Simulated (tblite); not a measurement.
Run record: molecular-dynamics run, 3-pyrroline, `C1=CCNC1`.

Computed with GFN2-xTB (tblite), gas phase: Langevin dynamics at 300 K from the optimised GFN2-xTB geometry, time step 0.5 fs, friction 0.01 fs⁻¹, 2000 steps. The command runs a driver script over a list of jobs; the input below is this job's line of settings and its coordinates in Å. «temperature» is in K, «steps» counts time steps and «every» is the stride of the printed frames; «frames» go on to single points.

Command:
```bash
OMP_NUM_THREADS=1 python probes_run.py task.json out
```

Input:
```
{"job": {"kind": "md", "xc": "GFN2-xTB", "basis": "xTB", "temperature": 300, "steps": 2000, "every": 50, "frames": 5}, "charge": 0, "multiplicity": 1}
C      0.367314     1.168486     0.099083
C     -0.907202     0.829041     0.024391
C     -1.029812    -0.654875    -0.200713
N      0.315425    -1.190519     0.030961
C      1.234148    -0.051843    -0.067088
H      0.782253     2.150264     0.233300
H     -1.767081     1.470552     0.083509
H     -1.315355    -0.850874    -1.243472
H     -1.772829    -1.128226     0.444206
H      0.363598    -1.579276     0.966707
H      2.038559    -0.112258     0.668925
H      1.692179    -0.051158    -1.065836
```

Question: What does the run print? One trajectory will do; the random numbers aren't given.

Answer: 
```
t/fs     T/K      E/eV
    0.0   261.5   -408.58394
   25.0   140.6   -408.25714
   50.0   306.8   -408.39703
   75.0   293.6   -408.35447
  100.0   209.6   -408.39569
  125.0   221.6   -408.27210
  150.0   214.8   -408.24537
  175.0   363.1   -408.22566
  200.0   417.2   -408.21592
  225.0   245.1   -407.94759
  250.0   388.8   -408.09468
  275.0   372.1   -407.89082
  300.0   384.7   -408.04631
  325.0   450.4   -408.08413
  350.0   288.0   -407.97749
  375.0   324.0   -408.09806
  400.0   281.4   -407.98722
  425.0   337.0   -408.01238
  450.0   448.0   -408.10313
  475.0   492.5   -408.26881
  500.0   353.5   -408.18444
  525.0   255.8   -408.12894
  550.0   241.4   -408.15762
  575.0   280.3   -408.12559
  600.0   330.3   -408.28367
  625.0   276.5   -408.20937
  650.0   360.6   -408.27937
  675.0   268.4   -408.15082
  700.0   488.7   -408.15287
  725.0   348.2   -408.10417
  750.0   371.4   -408.12279
  775.0   294.5   -408.07106
  800.0   300.3   -408.03435
  825.0   396.6   -408.11447
  850.0   294.0   -408.15042
  875.0   344.8   -408.05782
  900.0   392.7   -408.13813
  925.0   364.5   -408.22964
  950.0   269.6   -408.11251
  975.0   283.0   -408.22609
 1000.0   313.7   -408.31845
```

E is the potential energy; T comes from the kinetic energy over all 3N coordinates.

Question: Sum up the printed frames.

Answer: 41 frames over 1000 fs. T runs from 141 K (25 fs) to 492 K (475 fs), with a mean of 324 K over all frames and 325 K from 500 fs on. E starts at -408.584 eV, peaks 0.693 eV above that at 275 fs, and averages 0.424 eV above it from 500 fs on.

Question: Give the last frame.

Answer: 0.06 Å rms from the start after alignment:
```
atom  x, y, z in Å
C1     -1.171    0.240    1.763
C2     -1.548   -0.875    1.198
C3     -0.608   -1.227    0.121
N4      0.575   -0.437    0.375
C5      0.147    0.666    1.272
H6     -1.706    0.826    2.570
H7     -2.507   -1.361    1.361
H8     -1.005   -0.842   -0.835
H9     -0.330   -2.248    0.082
H10     1.326   -0.939    0.869
H11     0.891    0.917    1.978
H12     0.061    1.588    0.629
```

Question: How long does this job take on Arm Neoverse V2, one thread, shared host? And the peak memory of the process?

Answer: About 4.8 s, with 0.18 GiB resident at the peak, the Python interpreter and its libraries included.
